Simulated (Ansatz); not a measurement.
`O=COCO` at its PBE0-D4/def2-TZVP geometry, where that method's forces vanish. Total charge 0; spin multiplicity 1.

```csv
atom,x (Å),y (Å),z (Å)
O1,0.1536,-1.5686,0.6829
C2,0.7176,-0.5741,1.0514
O3,0.6593,0.6089,0.4558
C4,-0.1353,0.6305,-0.7508
O5,-1.4670,0.4123,-0.5093
H6,1.3588,-0.5192,1.9422
H7,-0.0154,1.6407,-1.1350
H8,0.2981,-0.1060,-1.4345
H9,-1.5697,-0.5245,-0.3026
```

Question: For each bond, give half the difference of the two atoms' forces along it (eV/Å; positive pushes the atoms apart) under PBE-D4, r2SCAN-D4, B3LYP-D4, ωB97M-V in def2-TZVPP. (An estimate is asked.)

Answer: The calculation gave: 
```json
{"bond": "O1–C2", "length (Å)": "1.201", "PBE-D4": "0.91", "r2SCAN-D4": "0.32", "B3LYP-D4": "0.25", "ωB97M-V": "0.11"}
{"bond": "C2–O3", "length (Å)": "1.326", "PBE-D4": "0.30", "r2SCAN-D4": "0.19", "B3LYP-D4": "0.18", "ωB97M-V": "0.17"}
{"bond": "C2–H6", "length (Å)": "1.099", "PBE-D4": "-0.18", "r2SCAN-D4": "-0.16", "B3LYP-D4": "-0.25", "ωB97M-V": "-0.21"}
{"bond": "O3–C4", "length (Å)": "1.445", "PBE-D4": "0.34", "r2SCAN-D4": "0.30", "B3LYP-D4": "0.23", "ωB97M-V": "0.06"}
{"bond": "C4–O5", "length (Å)": "1.371", "PBE-D4": "0.28", "r2SCAN-D4": "0.20", "B3LYP-D4": "0.29", "ωB97M-V": "0.28"}
{"bond": "C4–H7", "length (Å)": "1.087", "PBE-D4": "0.06", "r2SCAN-D4": "-0.11", "B3LYP-D4": "-0.22", "ωB97M-V": "-0.16"}
{"bond": "C4–H8", "length (Å)": "1.094", "PBE-D4": "0.03", "r2SCAN-D4": "-0.11", "B3LYP-D4": "-0.15", "ωB97M-V": "-0.16"}
{"bond": "O5–H9", "length (Å)": "0.965", "PBE-D4": "0.41", "r2SCAN-D4": "0.00", "B3LYP-D4": "-0.05", "ωB97M-V": "-0.12"}
```

B3LYP here is the variant with VWN-RPA as its local correlation; programs differ in this.

Program: Ansatz 0.2.0.
